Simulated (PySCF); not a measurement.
AlSiH7O, singlet: at a first-order saddle point.

The script, run.py:

```python
import json, numpy as np
from pyscf import gto, scf, dft, mp, cc
EV, BOHR = 27.211386245988, 0.529177210903
mol = gto.M(atom="""
Al 0.195634 -1.211895 -0.449747
O 1.061113 0.022242 -1.528485
H -1.076101 -1.857685 -1.127393
H 1.191534 -1.953358 0.534067
H 0.445936 0.605179 -0.614012
Si -0.730246 0.913287 0.852596
H 2.012497 0.139475 -1.438698
H 0.097465 1.751235 1.764212
H -1.837827 1.739090 0.301014
H -1.359904 -0.147571 1.706446
""", basis="def2-tzvpp", charge=0, spin=0, max_memory=8670, verbose=0)
def mean_field(mol, dm=None):
    mf = scf.RHF(mol).density_fit()
    mf.conv_tol = 1e-9
    mf.kernel(dm0=dm)
    if not mf.converged: mf = mf.newton().run(mf.mo_coeff, mf.mo_occ)
    assert mf.converged
    return mf
def d4(mol):
    return 0.0, np.zeros((10, 3))
def energy_and_gradient(mol, dm=None):
    mf = mean_field(mol, dm); e, g = d4(mol)
    return mf, (mf.e_tot + e) * EV, (mf.nuc_grad_method().kernel()[:10] + g) * EV / BOHR
out = {}
mf = mean_field(mol); frozen = 11
print(f"Hartree-Fock energy {mf.e_tot * EV:.6f} eV")
m2 = mp.MP2(mf, frozen=frozen or None).run()
out.update(reference=mf.e_tot * EV, same_spin=m2.e_corr_ss * EV, opposite_spin=m2.e_corr_os * EV, energy=m2.e_tot * EV, converged=True, frozen=frozen)
print(f"MP2 correlation {m2.e_corr * EV:.6f} eV")
c = cc.CCSD(mf, frozen=frozen or None); c.conv_tol = 1e-7; c.max_cycle = 80; eris = c.ao2mo(); c.kernel(eris=eris); t = c.ccsd_t(eris=eris)
t1 = c.t1 if isinstance(c.t1, tuple) else (c.t1, c.t1); t2 = c.t2 if isinstance(c.t2, tuple) else (c.t2,)
T1 = np.sqrt(sum((a**2).sum() for a in t1) / 2 / (mol.nelectron - 2 * frozen))
print(f"CCSD correlation {c.e_corr * EV:.6f} eV, (T) {t * EV:.6f} eV, T1 diagnostic {T1:.4f}")
out.update(ccsd=c.e_corr * EV, triples=t * EV, t1=T1, largest_double=max(abs(a).max() for a in t2 if a.size), energy=(c.e_tot + t) * EV, converged=bool(c.converged))
out['triplet_stable'] = bool(mf.stability(internal=False, external=True, return_status=True)[3])
out['s2'] = mf.spin_square()[0]; out['nelec'] = mol.nelec
print(f"Total energy {out['energy']:.6f} eV, <S^2> {out['s2']:.4f}")
json.dump(out, open("out.json", "w"), default=float)
```

Command:

```bash
OMP_NUM_THREADS=4 python run.py
```

It printed (PySCF 2.14):

```
Hartree-Fock energy -16593.177402 eV
MP2 correlation -13.611101 eV
CCSD correlation -14.855942 eV, (T) -0.516082 eV, T1 diagnostic 0.0127
Total energy -16608.549426 eV, <S^2> 0.0000
```

Time: 7.2 min of wall clock on 4 CPU threads of an Arm Neoverse V1; the host was shared. Peak host memory: 2.5 GiB.
